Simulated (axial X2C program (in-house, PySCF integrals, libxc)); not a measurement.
Photoelectron levels of MgS by EOM-IP-CCSD

Computed with an axial X2C code built on PySCF integrals: two-component X2C with atomic mean-field Coulomb and Gaunt terms, Gaussian nuclei, basis S dyall-av3z, Mg dyall-cv3z with contracted cores.

R = 2.460 Å (1.150 times 2.139 Å, the PBE0 minimum at charge 0 for the lowest determinant).

Vertical ionisation energies of MgS to the states of MgS⁺:

```csv
Ω of MgS⁺,vertical IE (eV),above lowest (cm⁻¹),ionised spinor,one-hole weight
3/2,7.525,0,90% S pπ,0.91
1/2,7.552,224,89% S pπ,0.91
1/2,9.260,13999,"56% S pσ, 37% Mg sσ",0.92
```

Question: What is the splitting of the first π pair in the table, and is it regular or inverted?

Answer: E(3/2) − E(1/2) = 0 − 224 = -224 cm⁻¹ at EOM-IP-CCSD: inverted, Ω = 3/2 lower. Splittings at this level can be off by ten to twenty per cent.

This point took 9.6 s on 1 thread of Arm Neoverse N1, with other jobs on the host.

Reference electrons by ω block (each with its −ω partner): 1/2: 11, 3/2: 3. 8 electrons of MgS correlated (inner shells frozen), 94 natural virtual spinors (a truncated set); levels can be off by some tenths of an eV. Roots sought by Ω: (1/2: 4, 3/2: 3, 5/2: 1); rows need 60 % one-particle weight and stop where some Ω has no more roots. Missing are any skipped roots, higher Ω and states of a further excitation; these come out far too high here and may in truth be low or lowest. T1 of the reference 0.028 (Lee–Taylor). Number of frozen shells: S 2 s, 1 p; Mg 2 s, 1 p. Large amplitudes in the reference (orbital relaxation or multireference character) lower the reliability.
